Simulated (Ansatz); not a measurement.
Results of PBE (plane waves, PAW; Ansatz, an electronic-structure program) for bcc Ba.

Run with plane-wave cutoff 520 eV, 18×18×18 k mesh, Fermi–Dirac smearing 0.035 eV (set by the program), scalar-relativistic PAW data made under PBE.

Cell (relaxed at this level):

```cif
data_Ba
_chemical_formula_sum 'Ba1'
_space_group_name_H-M_alt 'P 1'
_space_group_IT_number 1
_cell_length_a 4.34745
_cell_length_b 4.34745
_cell_length_c 4.34745
_cell_angle_alpha 109.471
_cell_angle_beta 109.471
_cell_angle_gamma 109.471
loop_
_space_group_symop_operation_xyz
  'x, y, z'
loop_
_atom_site_label
_atom_site_type_symbol
_atom_site_fract_x
_atom_site_fract_y
_atom_site_fract_z
_atom_site_occupancy
Ba1 Ba 0.00000 0.00000 0.00000 1
```

Q: What does this level give for the Voigt–Reuss–Hill bulk modulus, Poisson ratio, elastic constant C44, Young modulus, elastic constant C11 and elastic constant C12?

A: 
- Voigt–Reuss–Hill bulk modulus: 8.80 GPa
- Poisson ratio: 0.231
- elastic constant C44: 10.4 GPa
- Young modulus: 14.2 GPa
- elastic constant C11: 11.9 GPa
- elastic constant C12: 7.26 GPa

Elastic constants are with the ions relaxed.

Spin–orbit coupling is not included.

Static lattice: no zero-point or thermal effects.

It cost very roughly 5 core-minutes of CPU time.
